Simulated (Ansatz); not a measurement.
System: rock-salt TiN. Method: HSE06 (Ansatz, a program for electronic structure, PAW).

Run with plane-wave cutoff 460 eV, 12×12×12 k mesh, Fermi–Dirac smearing 0.05 eV, no spin polarisation, scalar-relativistic PAW data made under PBE.

Computed at the level's own relaxed cell.

### Question
Estimate the equilibrium volume per atom, bulk modulus, lattice parameter a and pressure derivative B′ of the bulk modulus that the calculation returns.

### Answer

equilibrium volume per atom: 9.31 Å³/atom
bulk modulus: 312 GPa
lattice parameter a: 4.207 Å
pressure derivative B′ of the bulk modulus: 4.2

Measured, for comparison: equilibrium volume per atom 9.52 Å³/atom, lattice constant a 4.239 Å (temperature not stated, no zero-point or thermal correction; as tabulated in Zhang et al. (2018), doi:10.1088/1367-2630/aac7f0); bulk modulus 288 GPa (temperature not stated, no zero-point or thermal correction; as tabulated in Krasnenko and Brik (2013), arXiv:1306.3139). Computed (rounded) less measured: equilibrium volume per atom -2.2 %, bulk modulus +8 %, lattice constant a -0.8 %. A static lattice is as a rule a little smaller and stiffer than an uncorrected measurement, which can account for part of this.

Note: the run has no spin polarisation, so it can have missed a magnetic state.

Computed values are for the static lattice.

Computing time: very roughly 17 core-minutes.
